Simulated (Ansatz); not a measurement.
C3H7FO: which of these isomers lies lowest?

4 of its isomers, all singlets with charge 0: A = 2-fluoroethyl methyl ether `COCCF`; B = `CC(C)(O)F`; C = `COC(C)F`; D = `CCOCF`.

Shapes, held fixed at every level: PBE0-D4/def2-TZVP. Flexible molecules stand in one conformer, not always the lowest. Programs: Ansatz 0.2.0.

Electronic energies in kJ/mol, without zero-point or thermal terms.

Question: Which isomer should be the most stable, and roughly by how much?

Answer: B < C < D < A in rising energy, over a span of 122 kJ/mol, by CCSD(T)/CBS estimate. All levels agree on that. The B − A difference spans -126.0 to -112.2 kJ/mol over the levels. The CBS estimate extrapolates MP2 from def2-TZVPP and def2-QZVPP and adds CCSD(T) − MP2 in the triple-zeta set, cores frozen.

```json
{"level": "SPW92/def2-TZVPP", "kind": "LDA", "B − A": "-126.0", "C − A": "-61.8", "D − A": "-46.3"}
{"level": "PBE-D4/def2-TZVPP", "kind": "GGA", "B − A": "-114.5", "C − A": "-56.0", "D − A": "-43.8"}
{"level": "r2SCAN-D4/def2-TZVPP", "kind": "meta-GGA", "B − A": "-123.5", "C − A": "-61.2", "D − A": "-46.2"}
{"level": "BHLYP-D4/def2-TZVPP", "kind": "global hybrid", "B − A": "-112.2", "C − A": "-55.5", "D − A": "-42.3"}
{"level": "wB97M-V/def2-TZVPP", "kind": "range-separated hybrid", "B − A": "-120.5", "C − A": "-57.9", "D − A": "-43.5"}
{"level": "CCSD/def2-TZVPP", "kind": "coupled cluster or CI", "B − A": "-117.3", "C − A": "-56.2", "D − A": "-43.7"}
{"level": "CCSD(T)/CBS estimate", "kind": "coupled cluster or CI", "B − A": "-121.9", "C − A": "-57.3", "D − A": "-43.9"}
```
